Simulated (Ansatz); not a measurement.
System: solid bromine. Method: PBE-D3(BJ) (plane waves, PAW; Ansatz, an electronic-structure program).

Run with plane-wave cutoff 520 eV, 10×10×4 k mesh (along the axes of the cell as run), Fermi–Dirac smearing 0.01 eV, scalar-relativistic PAW data made under PBE.

Energies at three volumes about the minimum:

```
V (Å³/atom)  E − E_lowest (meV/atom)
-----------  -----------------------
30.470                          0.40
31.091                          0.00
31.713                          0.41
```

**Question.** Fit a parabola by hand: where is the minimum, and what is the bulk modulus?

**Answer.** Slopes: (0.00 − 0.40)/(31.091 − 30.470) = -0.644 and (0.41 − 0.00)/(31.713 − 31.091) = 0.659 meV/Å³. Curvature E″ = 2 × (0.659 − (-0.644))/(31.713 − 30.470) = 2.097 meV/Å⁶. From the middle of the first interval, the slope vanishes at V0 = 30.7805 − (-0.644)/2.097 = 31.088 Å³/atom. B = V0 E″ = 31.088 × 2.097 meV/Å³ × 0.1602 GPa per meV/Å³ = 10.4 GPa. The full Birch–Murnaghan fit to all volumes gives V0 = 31.068 Å³/atom and B0 = 10.6 GPa.

Shape and atoms are relaxed at each volume.

Note: the bulk modulus comes from volumes at which shape and atoms were relaxed.
